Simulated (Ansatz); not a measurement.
# BClSi: the cost of one run

The runs use Ansatz 0.2.0, Gaussian basis; def2-QZVPP, core rule «outside noble gas», up to 11 orbitals frozen.

Plan: UHF; ROHF; CCSD(T) on UHF.

2 further runs of the same task are left out: 2 set aside as unsound or not needed.

**1. The system**

The geometry is a PBE0/def2-TZVP stationary point (not a proven minimum) of the parent state, kept for this charge and spin.

3 atoms, charge 0, spin multiplicity 3.

Atoms are counted from 1 here; the program's logs count them from 0.

Bond lengths: Cl1–B2 1.685 Å, B2–Si3 1.896 Å. Angles: Cl1–B2–Si3 180.0°.

Geometry (Å):

```xyz
3
charge 0, multiplicity 3
Cl    0.0000    0.0000    1.7556
B     0.0000    0.0000    0.0703
Si    0.0000    0.0000   -1.8259
```

**2. UHF**

in.yaml reads:

```yaml
crystal:
  periodic: [false, false, false]
  atoms:
    - {symbol: Cl, position_ang: [0.000000, 0.000000, 1.755629]}
    - {symbol: B, position_ang: [0.000000, 0.000000, 0.070266]}
    - {symbol: Si, position_ang: [0.000000, 0.000000, -1.825895]}
basis:
  gaussian: {orbitals: "def2-QZVPP.json"}
magnetization: {spin_polarized: true, initial_magnetization: 2}
hamiltonian: {xc: hf}
output: {orbitals: {seedname: orbitals}}
```

Run with:

```
$ ansatz run in.yaml --threads 1 --pin off --events-out ev --progress --plain --max-ram 2393MiB
```

What time and memory should one allow on 1 thread of Arm Neoverse V2, shared host?

About 12 s, with a peak of 0.42 GiB.
